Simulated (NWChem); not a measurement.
Program: NWChem. System: H2S, charge 0, spin multiplicity 1, displaced from the optimised geometry. Level: CR-CCSD(T)/cc-pVDZ, 5 core orbitals frozen, spin-restricted.

Job file:

```
start mol
memory heap 100 mb stack 700 mb global 1900 mb
geometry units angstroms nocenter noautoz noautosym
  S      0.000000     0.000000     0.105588
  H     -0.973994     0.000000    -0.844700
  H      1.071393     0.000000    -0.939729
end
basis spherical
  * library cc-pvdz
end
scf
  rhf
  nopen 0
  maxiter 100
  thresh 1e-7
  semidirect memsize 60000000 filesize 0
end
tce
  freeze core 5
  cr-ccsd(t)
  2eorb
  2emet 13
  thresh 1e-6
  maxiter 100
  tilesize 24
end
task tce energy
```

Part of the output:

```
             Northwest Computational Chemistry Package (NWChem) 7.3.0
             --------------------------------------------------------

                                NWChem Input Module
                                -------------------

 Scaling coordinates for geometry "geometry" by  1.889725989
 (inverse scale =  0.529177249)

                             Geometry "geometry" -> ""
                             -------------------------

 Output coordinates in angstroms (scale by  1.889725989 to convert to a.u.)

  No.       Tag          Charge          X              Y              Z
 ---- ---------------- ---------- -------------- -------------- --------------
    1 S                   16.0000     0.00000000     0.00000000     0.10558800
    2 H                    1.0000    -0.97399400     0.00000000    -0.84470000
    3 H                    1.0000     1.07139300     0.00000000    -0.93972900

 Effective nuclear repulsion energy (a.u.)      12.1369250156

            Nuclear Dipole moment (a.u.)
            ----------------------------
        X                 Y               Z
 ---------------- ---------------- ----------------
     0.1840574216     0.0000000000    -0.1795636532


 Summary of "ao basis" -> "" (spherical)
 ------------------------------------------------------------------------------
       Tag                 Description            Shells   Functions and Types
 ---------------- ------------------------------  ------  ---------------------
 *                          cc-pvdz                   on all atoms

 Summary of "ao basis" -> "ao basis" (spherical)
 ------------------------------------------------------------------------------
       Tag                 Description            Shells   Functions and Types
 ---------------- ------------------------------  ------  ---------------------
 S                          cc-pvdz                  8       18   4s3p1d
 H                          cc-pvdz                  3        5   2s1p

                                 NWChem SCF Module
                                 -----------------

  ao basis        = "ao basis"
[...]
            General Information
            -------------------
      Number of processors :     1
         Wavefunction type : Restricted Hartree-Fock
          No. of electrons :    18
           Alpha electrons :     9
            Beta electrons :     9
           No. of orbitals :    56
            Alpha orbitals :    28
             Beta orbitals :    28
        Alpha frozen cores :     5
         Beta frozen cores :     5
     Alpha frozen virtuals :     0
      Beta frozen virtuals :     0
         Spin multiplicity : singlet
    Number of AO functions :    28
       Number of AO shells :    14
        Use of symmetry is : off
      Symmetry adaption is : off
         Schwarz screening : 0.10D-09

          Correlation Information
          -----------------------
          Calculation type : Coupled-cluster singles & doubles w/ perturbation
   Perturbative correction : Completely renormalized (T)
            Max iterations :      100
        Residual threshold : 0.10D-05
     T(0) DIIS level shift : 0.00D+00
     L(0) DIIS level shift : 0.00D+00
     T(1) DIIS level shift : 0.00D+00
     L(1) DIIS level shift : 0.00D+00
     T(R) DIIS level shift : 0.00D+00
     T(I) DIIS level shift : 0.00D+00
   CC-T/L Amplitude update :  5-th order DIIS
                I/O scheme : Global Array Library
        L-threshold :  0.10D-05
        EOM-threshold :  0.10D-05
 no EOMCCSD initial starts read in
 TCE RESTART OPTIONS
 SLICE:      F
 D4D5:       F
 quantumc:   F
 qrotation:  F
 pwtce:      F
 qducc:      F
 nacto:                         0
 nrotv:                         0
 nrot:                          0

            Memory Information
            ------------------
          Available GA space size is     249036016 doubles
          Available MA space size is     104855348 doubles

 Maximum block size supplied by input
 Maximum block size        24 doubles

 tile_dim =     19

 -------------------------------------------------

 Global array virtual files algorithm will be used

 Parallel file system coherency ......... OK

 4-electron integrals stored in orbital form

 v2    file size   =           170781
 4-index algorithm nr.  13 is used
 imaxsize =       30
 imaxsize ichop =        0


CCSD iterations
 ---------------------------------------------------------
 Iter          Residuum       Correlation     Cpu    Wall
 ---------------------------------------------------------
    1   0.1012531411724  -0.1460820784109     0.0     0.0
    2   0.0306672806859  -0.1639707105613     0.0     0.0
    3   0.0117330955403  -0.1676692914585     0.0     0.0
    4   0.0049124681698  -0.1688407149010     0.0     0.0
    5   0.0021688446551  -0.1692761503492     0.0     0.0
    6   0.0002524688118  -0.1695897841440     0.0     0.0
    7   0.0001120509808  -0.1695792324135     0.0     0.0
    8   0.0000600744949  -0.1695794706393     0.0     0.0
    9   0.0000343720648  -0.1695794750926     0.0     0.0
   10   0.0000198296519  -0.1695795911205     0.0     0.0
   11   0.0000013755497  -0.1695797446661     0.0     0.0
   12   0.0000005181319  -0.1695798936103     0.0     0.0
 -----------------------------------------------------------------
 Iterations converged
 CCSD correlation energy / hartree =        -0.169579893610250
 CCSD total energy / hartree       =      -398.853492107269858

 Singles contributions

 Doubles contributions
 CR-CCSD(T)

 CR-CCSD[T]  correction energy / hartree =        -0.003187214187161
 CR-CCSD[T] correlation energy / hartree =        -0.172767107797412
 CR-CCSD[T] total energy / hartree       =      -398.856679321457023
 CR-CCSD(T)  correction energy / hartree =        -0.003122635868218
 CR-CCSD(T) correlation energy / hartree =        -0.172702529478468
 CR-CCSD(T) total energy / hartree       =      -398.856614743138095

 Task  times  cpu:        1.4s     wall:        1.4s

 Total times  cpu:        1.5s     wall:        1.5s
```
